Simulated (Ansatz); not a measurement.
Changing the shape of CH4, singlet

Computed with Ansatz's Gaussian-basis code (development build). Basis cc-pVDZ, nonrelativistic, 1 orbital frozen in the corrections; active space CAS(8,8). Restricted Hartree–Fock, then the lowest state-specific CASSCF solution met for each case. On stretched bonds single-reference methods can fail or change state. Solutions in different active orbitals can move differences by tenths of an eV and at times more than 1 eV.

Case A:

```xyz
5

C     0.0000    0.0000    0.0000
H     0.5833    0.5833    0.5833
H     0.5833   -0.5833   -0.5833
H    -0.5833    0.5833   -0.5833
H    -0.5833   -0.5833    0.5833
```

Case B:

```xyz
5

C     0.0000    0.0000    0.0000
H     0.6340    0.6340    0.6340
H     0.6340   -0.6340   -0.6340
H    -0.6340    0.6340   -0.6340
H    -0.6340   -0.6340    0.6340
```

Case C:

```xyz
5

C     0.0000    0.0000    0.0000
H     0.6847    0.6847    0.6847
H     0.6847   -0.6847   -0.6847
H    -0.6847    0.6847   -0.6847
H    -0.6847   -0.6847    0.6847
```

Energy less that of case A, in eV:

```csv
case,RHF/ROHF,CASSCF
B,-0.555,-0.800
C,+0.010,-0.510
```

What does SC-NEVPT2 give for these differences?

B: -0.741 eV (-17.1 kcal/mol); C: -0.384 eV (-8.9 kcal/mol).

Which case is lowest, and do the methods agree?

B is lowest in SC-NEVPT2. Of the methods shown, RHF/ROHF, CASSCF agree.
